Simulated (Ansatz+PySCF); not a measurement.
Results of a calculation; reference values are marked as such.
## Several solutions for quintet HNO₂ in separate pieces

```xyz
4

N     0.0000    0.0000   -0.4711
H     0.0000    0.0000    3.2974
O    30.0000    0.0000   -0.5941
O    30.0000    0.0000    0.5941
```

Basis set: 6-31G (spherical functions). Charge 0, multiplicity 5.

CASSCF(8,8) was run from several starts with Ansatz (development build ahead of 0.2.0) and PySCF 2.14.0. The starts are those of the Hartree–Fock orbitals from which the active space was taken at the frontier.

| run | program | start | converged | energy (hartree) | <S²> |
| --- | --- | --- | --- | --- | --- |
| A | Ansatz | search for the lowest state | yes | -204.46910 | 6.00 |
| B | Ansatz | stability test followed | yes | -204.43682 | 6.00 |
| C | PySCF | program defaults | no | – | – |
| D | Ansatz | atomic start, no search | yes | -204.46910 | 6.00 |

Q: Which runs reached the lowest solution of this kind, and what is wrong with the others?

A: A, D reached the lowest solution found. Converged but too high: B by 0.88 eV. Convergence only shows a stationary point; in CASSCF the end hangs on which orbitals enter the active space. Not converged: C. Caution: other starts end on other solutions of this active space.
